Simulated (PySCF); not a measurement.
Species, as SMILES: S (H2S).
Geometry (B3LYP-D3(BJ)/def2-TZVP, fixed):
```
S
H 1 1.3426
H 1 1.3426 2 92.55
```

Basis-set convergence of the lowest singlet excitation energy at PBE with PySCF. Tamm-Dancoff approximation; the state is taken by its order, and sets in which it differs in degeneracy or brightness are left out, yet its character can still change. All functions are spherical. Density fitting with generated auxiliary sets. No added dispersion term, no relativity. Reference: the value in aug-pcseg-3, 5.522 eV, itself unsure by roughly 0.014 eV (its mean distance from aug-cc-pV(Q+d)Z, aug-pcseg-2, aug-cc-pV(T+d)Z). Deviations are taken from unrounded values. Cost is core time over that of aug-pcseg-2, rough, on shared machines of one kind; a dash marks a row that isn't timed (too short, read off another run, short of memory, by another algorithm or on other hardware).

```tsv
basis	functions	lowest singlet excitation energy (eV)	minus reference (eV)	cost
6-311+G**	42	5.799	0.277	-
aug-pcseg-1	45	5.516	-0.006	-
6-311++G(2d,2p)	55	5.561	0.039	-
6-311++G(3df,3pd)	83	5.595	0.073	0.7×
aug-pcseg-2	96	5.535	0.013	1×
pcseg-3	130	5.791	0.269	2×
aug-pcseg-3	187	5.522	0.000	3×
pcseg-4	227	5.664	0.142	5×
```

The smallest set listed that lies within 0.2 eV of the reference with all its larger relatives (same family, alike in diffuse functions; a set with none counts only in the reference's own line) is aug-pcseg-1 (45 functions, -0.006 eV off). Inside, with no larger relative to test it: pcseg-4.
